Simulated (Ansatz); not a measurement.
Write a Python script for the Ansatz DFT code, driven from Python that makes a ladder of basis sets of CH3AlS, SMILES [AlH2][CH]=S. Settings (for the species named): MP2, cc-pVDZ basis, multiplicity 1. The script varies basis: cc-pVDZ, cc-pVTZ.

```csv
atom,x (Å),y (Å),z (Å)
Al,-0.5625,-0.0031,-0.6959
C,0.7375,-0.0223,0.7181
S,0.3578,-0.5125,2.0035
H,-2.0252,-0.4490,-0.4219
H,-0.2172,0.5861,-2.1718
H,1.7517,0.3368,0.5217
```

The script, `ch3als.py`:
```python
import ansatz
from ase import Atoms


def main() -> None:
    atoms = Atoms(["Al", "C", "S", "H", "H", "H"], positions=[
        [-0.5625, -0.0031, -0.6959],
        [0.7375, -0.0223, 0.7181],
        [0.3578, -0.5125, 2.0035],
        [-2.0252, -0.449, -0.4219],
        [-0.2172, 0.5861, -2.1718],
        [1.7517, 0.3368, 0.5217],
    ])
    geometry = ansatz.Crystal.molecule_from_ase(atoms)

    calculation = geometry.calculation().correlation("mp2")

    energies = {}
    for basis in ["cc-pVDZ", "cc-pVTZ"]:
        report = calculation.basis(gaussian=basis).run(threads=1, backend="cpu").report
        size = report["n_frozen"] + report["n_occupied"][0] + report["n_virtual"][0]
        energies[basis] = (report["reference_energy_ev"] / 27.211386246, report["free_energy_ev"] / 27.211386246)
        print(f"{basis:14s} {size:4d} orbitals  reference {energies[basis][0]:14.6f} Ha  total {energies[basis][1]:14.6f} Ha")

    small, large = (energies[b][1] - energies[b][0] for b in ("cc-pVDZ", "cc-pVTZ"))
    limit = (3 ** 3 * large - 2 ** 3 * small) / (3 ** 3 - 2 ** 3)
    print(f"correlation energy: {small:.6f} and {large:.6f} Ha, extrapolated {limit:.6f} Ha")
    print(f"share caught by the larger set: {100 * large / limit:.1f} %")


if __name__ == "__main__":
    main()
```

```console
$ python ch3als.py
cc-pVDZ          65 orbitals  reference    -678.967959 Ha  total    -679.285981 Ha
cc-pVTZ         140 orbitals  reference    -679.013134 Ha  total    -679.415007 Ha
correlation energy: -0.318022 and -0.401873 Ha, extrapolated -0.437179 Ha
share caught by the larger set: 91.9 %
```

Against cc-pVDZ: cc-pVTZ -129.0 mHa. The last step alone is -129.03 mHa. From the first set to the last the time grows from 0.6 to 2.0 s.

Reading the output:
- The drop along the ladder measures the basis error, and is no property of the molecule.
- The geometry is a force-field or estimated start, not a minimum of this method, and the last set is no limit. Much of the fall in a total is atomic energy, which cancels in bond and reaction energies.
- Inner cores stay frozen, so this is valence correlation.
- For Al to Cl the sets with a tight d function, cc-pV(X+d)Z, are usual.
- An extrapolation from small basis sets is rough.
- Run time: 2.9 s on 1 thread of Arm Neoverse V2, with other jobs on the host, peak memory 0.28 GiB.
